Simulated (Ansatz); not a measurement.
System: bcc Na. Method: PBEsol (PAW; Ansatz, a program for electronic structure).

Run with plane-wave cutoff 500 eV, 10×10×1 k mesh (along the axes of the cell as run), Fermi–Dirac smearing 0.1 eV, scalar-relativistic PAW data made under PBE.

**Question.** Predict the surface energy of the (221) face and work function of the (221) face.

**Answer.** 
- surface energy of the (221) face = 0.26 J/m²
- work function of the (221) face = 2.71 eV

The slab of 18 atoms is relaxed and unreconstructed.

Computed values are for the static lattice.
